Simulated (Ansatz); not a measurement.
Write a Python script for the Ansatz DFT code, driven from Python that makes a rigid scan of one bond angle of CH5NSi, SMILES N=C[SiH3]. Use (for the species named): PBE0, def2-SVP basis, multiplicity 1.

```yaml
atoms:
  - { symbol: N, position_ang: [-1.5564, 0.1819, -0.6952] }
  - { symbol: C, position_ang: [-0.3276, 0.3672, -0.6234] }
  - { symbol: Si, position_ang: [0.6326, -0.4215, 0.7423] }
  - { symbol: H, position_ang: [-1.8919, 0.7438, -1.5289] }
  - { symbol: H, position_ang: [0.2377, 0.9591, -1.3786] }
  - { symbol: H, position_ang: [0.2573, 0.0868, 2.0985] }
  - { symbol: H, position_ang: [2.1330, -0.0831, 0.5986] }
  - { symbol: H, position_ang: [0.6075, -1.8913, 0.7309] }
```

Script `bend_ch5nsi.py`:
```python
import warnings

import ansatz
from ase import Atoms

warnings.simplefilter("ignore", ansatz.DeckWarning)

atoms = Atoms(["N", "C", "Si", "H", "H", "H", "H", "H"], positions=[
    [-1.5564, 0.1819, -0.6952],
    [-0.3276, 0.3672, -0.6234],
    [0.6326, -0.4215, 0.7423],
    [-1.8919, 0.7438, -1.5289],
    [0.2377, 0.9591, -1.3786],
    [0.2573, 0.0868, 2.0985],
    [2.133, -0.0831, 0.5986],
    [0.6075, -1.8913, 0.7309],
])

first = (
    ansatz.Crystal.molecule_from_ase(atoms).calculation()
    .basis(gaussian="def2-SVP")
    .functional("pbe0")
    .relax(force_tolerance=0.02, max_steps=80)
)
atoms.positions = first.run(threads=1, backend="cpu").report["positions_ang"]

rows = []
for angle in [90, 100, 110, 120, 135, 150, 165, 179]:
    bent = atoms.copy()
    bent.set_angle(1, 0, 3, angle, indices=[3])
    calculation = (
        ansatz.Crystal.molecule_from_ase(bent).calculation()
        .basis(gaussian="def2-SVP")
        .correlation("MP2")
    )
    rows.append((angle, calculation.run(threads=1, backend="cpu").report["free_energy_ev"]))
floor = min(e for _, e in rows)
for angle, e in rows:
    print(f"angle C1-N0-H3 = {angle:3d} deg   {1000 * (e - floor):9.1f} meV")
```

```console
$ python bend_ch5nsi.py
angle C1-N0-H3 =  90 deg       394.4 meV
angle C1-N0-H3 = 100 deg        98.0 meV
angle C1-N0-H3 = 110 deg         0.0 meV
angle C1-N0-H3 = 120 deg        65.4 meV
angle C1-N0-H3 = 135 deg       383.1 meV
angle C1-N0-H3 = 150 deg       826.1 meV
angle C1-N0-H3 = 165 deg      1219.1 meV
angle C1-N0-H3 = 179 deg      1396.5 meV
```

Caveats:
- The scan is rigid, and the energies are electronic, in a modest basis. The zero is the lowest point of the grid, which needn't be the minimum.
- The start is relaxed with a density functional and scanned with the wavefunction method, so it isn't exactly that method's minimum.
- The whole script took 24 s on 1 thread of Arm Neoverse V1 (shared host), peak memory 0.21 GiB.
